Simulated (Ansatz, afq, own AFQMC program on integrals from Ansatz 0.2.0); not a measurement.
## NbCl2, quartet in def2-SVP, levels against CCSDT(Q)

```xyz
3

Nb    0.0000    0.0000    0.0595
Cl    0.0000    0.0000   -2.4125
Cl    0.0000    0.0000    2.3529
```

Connectivity, by distances: Cl–Nb–Cl.

Basis def2-SVP with its core potentials. Noble-gas cores (and the filled d shells of Ga–Kr and In–Xe) are frozen. AFQMC by an in-house program on the Cholesky factors that Ansatz 0.2.0 writes for its CCSD(T) run. The CISD trial takes its coefficients from CCSD amplitudes. Released means that phaseless walkers are propagated on without the constraint, phases kept. Uncertainties: one standard error, sampling alone. No spin–orbit coupling. The metal's outer-core s and p shells are frozen, which shifts wave-function levels against functionals.

Determinant: UHF, the one that the program's search chose, which needn't be the lowest solution. The geometry is a point of a scan.

No full CI on the walks' own integrals is used here; CCSDT(Q) serves as the reference and is uncertain by about the last step of the cluster series.

Cautions: no spin-orbit coupling; outer-core shells of the metal frozen; lower spins were not checked; higher spins were not checked.

* T1 diagnostic: 0.0220
* weight of the determinant in the CISD state: 0.844
* ⟨S²⟩ of the determinant: 3.769
* size of the correlated space: 19 electrons in 53 orbitals

Reference: CCSDT(Q), correlation energy -9.989 eV. The released energy is read at 1.80 1/Eh, later times being too noisy (meV from the phaseless value at times in 1/Eh: -13 ± 5 at 0.24, -13 ± 7 at 0.60, -13 ± 6 at 1.20, -7 ± 9 at 1.80, -19 ± 10 at 2.60).

```csv
level,E − E(reference) (kJ/mol),share of correlation (%)
HF,963.8,0.00
MP2,113.0,88.28
CCSD,33.0,96.57
CCSD(T),6.1,99.37
CCSDT,2.4,99.76
ph-AFQMC/CISD,1.6 ± 0.5,99.83
released AFQMC,0.9 ± 0.9,99.91
```

A walk keeps the symmetry of its determinant, which the program's search chose and which needn't be the lowest solution, so a lower state of the same spin and another symmetry isn't excluded. Released energies are given only where the last usable release times agree within the noise; a slower fall can still hide under it.
